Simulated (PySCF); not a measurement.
# Vibration and rotation of SiCl

UHF-CCSD(T) constants of SiCl, ²Π (doublet), unpaired electrons π ↑ (basis Si x2c-TZVPPall, Cl x2c-TZVPPall; spin-free X2C with a Gaussian nucleus; PySCF 2.14; masses 27.9769 and 34.9689 u):

- ωe: 535.3 cm⁻¹
- ωexe: 2.08 cm⁻¹
- Be: 0.25228 cm⁻¹
- αe: 0.00150 cm⁻¹
- D (centrifugal): 2.24e-07 cm⁻¹
- De to Si + Cl: 4.18 eV

**Question.** Give the vibrational terms G(v) and spacings up to v = 6.

**Answer.** G(v) = ωe(v+½) − ωexe(v+½)².

```tsv
v	G(v) (cm⁻¹)	G(v) − G(v−1)	Bv (cm⁻¹)
0	267.1		0.2515
1	798.3	531.1	0.2500
2	1325.2	527.0	0.2485
3	1848.1	522.8	0.2470
4	2366.7	518.7	0.2455
5	2881.2	514.5	0.2440
6	3391.6	510.3	0.2425
```

**Question.** How well does the Morse estimate ωe²/(4ωexe) reproduce De, and what is D0?

**Answer.** It gives 4.27 eV, 102 % of the computed De. D0 = De − G(0) = 4.18 − 0.03 = 4.15 eV.

Correlated steps freeze 10 core orbitals. The state is the lowest determinant that a PBE0 search found; another state may lie lower at other levels.
